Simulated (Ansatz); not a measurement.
`COC1=C(F)C1`, charge 0, multiplicity 1.

Give a relaxed structure at PBE0-D4/def2-TZVP (Ansatz). (Estimate.)

Ansatz gave: 
```xyz
11

C    -0.2396    1.4961   -1.0238
O     0.0637    0.1335   -1.2941
C     0.2472   -0.6133   -0.2196
C     0.6700   -1.6659    0.3753
F     1.2692   -2.8334    0.3514
C    -0.1635   -0.7931    1.2370
H    -0.5234    1.9409   -1.9754
H     0.6359    2.0141   -0.6226
H    -1.0678    1.5763   -0.3154
H     0.3019   -0.1743    2.0098
H    -1.1936   -1.0809    1.4772
```
This is one stationary point; other conformers may exist.
